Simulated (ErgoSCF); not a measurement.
# One shape, several levels: SiF2 (SMILES F[Si]F)

Wanted: a comparison of 6 runs (HF/3-21G, HF/def2-SVP, SVWN5/STO-6G, B3LYP/6-31G, SVWN5/3-21G, B3LYP/6-31G*) of SiF2. 

Program for the calculation: ErgoSCF 3.8.

6 further runs of the same task are left out: 2 that didn't finish, 4 set aside as unsound or not needed.

## 1. The molecule

SiF2 has 3 atoms, charge 0, and is taken as a singlet. As SMILES, `F[Si]F`. The shape is that of a PBE0-D4/def2-TZVP optimisation.

Bond lengths: F1–Si2 1.602 Å, Si2–F3 1.602 Å. Angles: F1–Si2–F3 100.6°.

## 2. The energy at HF/3-21G (run 1)

input.xyz reads:

```xyz
3

F      0.166300     1.246800     0.229400
Si    -0.594900    -0.046400    -0.330100
F      0.428600    -1.200400     0.100700
```

run.inp reads:

```
set_nthreads("env")
scf.output_mulliken_pop = 1
basis = "3-21G"
spin_polarization = 0
tmpdir = "."
scf.max_number_of_iterations = 120
scf.use_diagonalization = 1
molecule "input.xyz"
run "HF"
```

The basis set 3-21G is read from a file made from the Basis Set Exchange's data (not shown).

Run with:

```console
ergo < run.inp
```

The program printed:

```text
[...]
INSC SCF_general constructor, number of basis functions: 31
[...]
INSC Energy   1 =       -342.28982831564
[...]
INDE E_LUMO =          0.04216021041
[...]
INSC Energy  13 =       -485.29914998356  ( diff     -0.000000000000227 )
[...]
RESC CONVERGED after  13 iterations.
RESC FINAL ENERGY:       -485.29914998356
[...]
INSC SCF: dipole_moment_x [atomic units] =      -0.52198644
INSC SCF: dipole_moment_y [atomic units] =      -0.04070386
INSC SCF: dipole_moment_z [atomic units] =      -0.28964047
[...]
```

Wall time 0.98 s (1 thread of Arm Neoverse V2, shared host); peak memory 0.26 GiB.

## 3. The energy at HF/def2-SVP (run 2)

input.ego reads:

```
# F2Si
set_nthreads("env")
scf.use_diagonalization = 1
tmpdir = "."
scf.output_mulliken_pop = 1
scf.max_number_of_iterations = 120
basis = "def2-SVP"
molecule_inline
F    0.31426145   2.35611053   0.43350317
Si  -1.12419807  -0.08768329  -0.62379859
F    0.80993662  -2.26842724   0.19029542
EOF
run "HF"
```

The basis set def2-SVP is read from a file made from the Basis Set Exchange's data (not shown).

Run with:

```console
ergo input.ego
```

The program printed:

```text
[...]
INSC SCF_general constructor, number of basis functions: 46
[...]
INSC Energy   1 =       -255.22953462870
[...]
INDE E_LUMO =          0.04496717778
[...]
INSC Energy  13 =       -487.63799629803  ( diff     -0.000000000003183 )
[...]
RESC CONVERGED after  13 iterations.
RESC FINAL ENERGY:       -487.63799629803
[...]
INSC SCF: dipole_moment_x [atomic units] =      -0.44740752
INSC SCF: dipole_moment_y [atomic units] =      -0.03488307
INSC SCF: dipole_moment_z [atomic units] =      -0.24825745
[...]
```

Run time: 3.9 s. Hardware: 1 thread of Arm Neoverse V2, shared host; peak memory 0.26 GiB.

Runs 3 to 4 aren't shown in full; the table further down has their settings and results.

## 4. A single-point energy at SVWN5/3-21G (run 5)

molecule.xyz reads:

```xyz
3
F2Si
F      0.166300     1.246800     0.229400
Si    -0.594900    -0.046400    -0.330100
F      0.428600    -1.200400     0.100700
```

input.ego reads:

```
# F2Si, SVWN5
set_nthreads("env")
molecule "molecule.xyz"
basis = "3-21G"
scf.output_mulliken_pop = 1
scf.use_diagonalization = 1
XC.radint = 1e-11
tmpdir = "."
scf.max_number_of_iterations = 120
XC.angint = 41
XC.sparse_mode = 0
run "SVWN5"
```

The basis set 3-21G is read from a file made from the Basis Set Exchange's data (not shown).

Run with:

```console
ergo < input.ego
```

The program printed:

```text
[...]
INSC SCF_general constructor, number of basis functions: 31
[...]
INSC Energy   1 =       -348.34597677043
[...]
INDE E_LUMO =         -0.10249371385
[...]
INSC Energy  14 =       -484.21722894472  ( diff     -0.000000000004320 )
[...]
RESC CONVERGED after  14 iterations.
RESC FINAL ENERGY:       -484.21722894472
[...]
INSC SCF: dipole_moment_x [atomic units] =      -0.18473628
INSC SCF: dipole_moment_y [atomic units] =      -0.01440169
INSC SCF: dipole_moment_z [atomic units] =      -0.10250620
[...]
```

Wall time 1.2 s (1 thread of Arm Neoverse V2, shared host); peak memory 0.26 GiB.

## 5. A single-point energy at B3LYP/6-31G(d) (spherical functions) (run 6)

input.ego reads:

```
set_nthreads(1)
molecule_inline Angstrom
F        0.166300       1.246800       0.229400
Si      -0.594900      -0.046400      -0.330100
F        0.428600      -1.200400       0.100700
EOF
scf.max_number_of_iterations = 120
tmpdir = "."
basis = "6-31G*"
XC.angint = 41
scf.use_diagonalization = 1
XC.sparse_mode = 0
XC.radint = 1e-11
scf.output_mulliken_pop = 1
run "B3LYP-G"
```

The basis set 6-31G* is read from a file made from the Basis Set Exchange's data (not shown).

Run with:

```console
ergo input.ego
```

The program printed:

```text
[...]
INDF Weighted mixed functional:
[...]
INSC Energy   1 =       -266.10312425905
[...]
INDE E_LUMO =         -0.07510916267
[...]
INSC Energy  17 =       -489.25384921815  ( diff     -0.000000000002046 )
[...]
RESC CONVERGED after  17 iterations.
RESC FINAL ENERGY:       -489.25384921815
[...]
INSC SCF: dipole_moment_x [atomic units] =      -0.30813255
INSC SCF: dipole_moment_y [atomic units] =      -0.02402223
INSC SCF: dipole_moment_z [atomic units] =      -0.17097623
[...]
```

It took 8.1 s on 1 thread of Arm Neoverse V2, shared host; peak memory 0.26 GiB.

## 6. The series

```
run                               level     task  iteration cap  energy (Eh)  dipole moment (D)  wall time
  1                            HF/3-21G   energy            120  -485.299150               1.52     0.98 s
  2                         HF/def2-SVP   energy            120  -487.637996               1.30      3.9 s
  3                        SVWN5/STO-6G  excited             80  -484.585723               0.04      4.2 s
  4                         B3LYP/6-31G   energy            120  -489.167639               1.53      3.6 s
  5                         SVWN5/3-21G   energy            120  -484.217229               0.54      1.2 s
  6  B3LYP/6-31G* (spherical functions)   energy            120  -489.253849               0.90      8.1 s
```

## 7. Results

| quantity | value |
| --- | --- |
| run 6: total energy | -489.25385 Eh |
| run 6: dipole moment | 0.90 D |

In words: The dipole moment (its size) runs from 0.04 D (SVWN5/STO-6G) to 1.53 D (B3LYP/6-31G). The two ends differ in method and basis. The two dipoles point in opposite directions. Totals of different functionals can't be ranked against each other. In run 3 the basis is minimal, so the values are rough. All runs together took 22 s, the longest 8.1 s.
